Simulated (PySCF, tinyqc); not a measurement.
MP2 on RHF in the sto-3g basis, frozen core, for LiH, spin multiplicity 1, step by step. The lowest restricted solution is unstable here: a spin-polarised one lies 0.0136 hartree lower (PySCF). One step of it, computed by the program tinyqc.

Problem. Orthogonalisation. S = U s U^T; symmetric (Loewdin) form X = U s^(-1/2) U^T, so that X^T S X = 1.

overlap S, lower triangle:
```
           1Li 1s    1Li 2s   1Li 2px   1Li 2py   1Li 2pz     2H 1s
1Li 1s   1.000000
1Li 2s   0.241137  1.000000
1Li 2px  0.000000  0.000000  1.000000
1Li 2py  0.000000  0.000000  0.000000  1.000000
1Li 2pz  0.000000  0.000000  0.000000  0.000000  1.000000
2H 1s    0.012529  0.228281  0.000000  0.000000  0.336960  1.000000
```

Give: eigenvalues of S; X.

Solution.

eigenvalues of S: 0.570  0.809  1.000  1.000  1.183  1.439

X, lower triangle:
```
         1Li 1s  1Li 2s  1Li 2px  1Li 2py  1Li 2pz  2H 1s
1Li 1s    1.023
1Li 2s   -0.129   1.047
1Li 2px   0.000   0.000    1.000
1Li 2py   0.000   0.000    0.000    1.000
1Li 2pz  -0.005   0.034    0.000    0.000    1.049
2H 1s     0.017  -0.132    0.000    0.000   -0.189  1.071
```
